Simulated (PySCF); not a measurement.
Molecule: SMILES [C-]#[N+]C#CC, C₄H₃N.

Atom-mapped SMILES (the numbers label the heavy atoms): `[C-:1]#[N+:2][C:3]#[C:4][CH3:5]` (H(Xn): hydrogen on atom n).

Spin–spin couplings on one PBE0-D3(BJ)/def2-SVP geometry, PySCF, gas phase, non-relativistic, equivalent pairs averaged; isotopes ¹³C, ¹H, ¹⁵N; functional B3LYP.

How do the couplings (Hz) change with the basis set? Times are CPU seconds on shared hosts with different chips, so compare them loosely. Far from the basis limit: 6-31G-J, pcJ-0, 6-31G*, def2-TZVP, cc-pVTZ.

Results:


| basis set | functions | ¹J(C3,C4) | ¹J(C5,H(C5)) | ¹J(C4,C5) | ¹J(N2,C3) | ¹J(C1,N2) | ²J(H(C5),H(C5)) | ²J(C3,C5) | core-s |
| --- | --- | --- | --- | --- | --- | --- | --- | --- | --- |
| 6-31G-J | 72 | 266.4 | 144.0 | 82.4 | -61.4 | 3.1 | -21.5 | 16.0 | 5.3 |
| pcJ-0 | 74 | 224.3 | 120.2 | 65.7 | -43.3 | 28.9 | -17.8 | 2.0 | 4.3 |
| 6-31G* | 76 | 252.4 | 152.8 | 83.7 | -51.7 | -6.0 | -19.4 | 10.8 | 5.6 |
| pcJ-1 | 165 | 267.3 | 140.1 | 82.0 | -59.9 | -8.6 | -18.7 | 15.7 | 17 |
| def2-TZVP | 173 | 266.1 | 131.8 | 79.7 | -60.8 | -5.8 | -16.0 | 17.3 | 16 |
| cc-pVTZ | 192 | 367.7 | 122.9 | 68.1 | -58.2 | -32.0 | -15.1 | 14.6 | 19 |
| aug-cc-pVTZ-J | 290 | 263.0 | 141.1 | 78.9 | -60.0 | -7.6 | -19.0 | 16.6 | 26 |
| pcJ-2 | 327 | 260.1 | 139.6 | 77.6 | -59.0 | -7.9 | -18.7 | 16.3 | 33 |

The Fermi-contact term samples the wavefunction at the nucleus, which is why sets with added tight s functions (names with J) are made for couplings.
